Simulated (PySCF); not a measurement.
C4H10N2.
SMILES: `[H]/N=C/[C@H](C)NC`

The closed-shell SCF was solved with PySCF and density fitting under several settings on one GFN2-xTB geometry (grid level 2 and gas phase unless stated).

```json
{"settings": "PBE0/pcSseg-1", "basis functions": "152", "SCF cycles": "14", "E (Eh)": "-267.5652", "HOMO (eV)": "-6.22", "LUMO (eV)": "-0.04", "dipole (D)": "2.08"}
{"settings": "PBE0/def2-SVPD", "basis functions": "200", "SCF cycles": "14", "E (Eh)": "-267.4231", "HOMO (eV)": "-6.31", "LUMO (eV)": "-0.24", "dipole (D)": "2.07"}
{"settings": "OPBE/def2-SVPD, energy threshold 1e-07 Eh", "basis functions": "200", "SCF cycles": "9", "E (Eh)": "-267.6329", "HOMO (eV)": "-4.84", "LUMO (eV)": "-1.21", "dipole (D)": "1.89"}
{"settings": "PBE0/pcSseg-0, grid level 3", "basis functions": "74", "SCF cycles": "13", "E (Eh)": "-266.9658", "HOMO (eV)": "-5.81", "LUMO (eV)": "0.04", "dipole (D)": "2.59"}
{"settings": "PBE0/aug-cc-pVDZ, level shift 0.2 Eh", "basis functions": "228", "SCF cycles": "12", "E (Eh)": "-267.6326", "HOMO (eV)": "-6.30", "LUMO (eV)": "-0.29", "dipole (D)": "2.03"}
```

**Question.** Estimate the rows for these settings: (1) X3LYP/pcSseg-1, start guess vsap; (2) PBE0/6-311G**.

**Answer.** 
| settings | basis functions | SCF cycles | E (Eh) | HOMO (eV) | LUMO (eV) | dipole (D) |
| --- | --- | --- | --- | --- | --- | --- |
| X3LYP/pcSseg-1, start guess vsap | 152 | 14 | -267.7612 | -6.03 | -0.18 | 2.05 |
| PBE0/6-311G** | 168 | 14 | -267.6655 | -6.16 | 0.05 | 2.00 |

**Question.** Over all rows, what range does the HOMO–LUMO gap span?

**Answer.** From 3.63 eV (OPBE/def2-SVPD, energy threshold 1e-07 Eh) to 6.21 eV (PBE0/6-311G**). The functional of the narrowest has no exact exchange, that of the widest 25 % exact exchange.

**Question.** And the dipole moment?

**Answer.** From 1.89 D (OPBE/def2-SVPD, energy threshold 1e-07 Eh) to 2.59 D (PBE0/pcSseg-0, grid level 3); the largest is 1.37 times the smallest, and the median is 2.05 D.

**Question.** Compare two rows with the functional PBE0: PBE0/pcSseg-1 and PBE0/def2-SVPD. Which energy is lower, and by how much?

**Answer.** PBE0/pcSseg-1 (152 functions) lies 0.1421 Eh or 89 kcal/mol below PBE0/def2-SVPD (200 functions). The smaller set gives the lower energy; the two sets aren't nested, so the variational bound doesn't order them by size.

Cycle counts include a coarse-grid stage where the run had one. All basis functions are spherical, in the Pople sets too.

Conformer computed: `[H]/[N:6]=[CH:5]/[C@@H:3]([NH:2][CH3:1])[CH3:4]`: C1–N2–C3–C4 163°, N2–C3–C5–N6 -11°.

One conformer stands for the species.
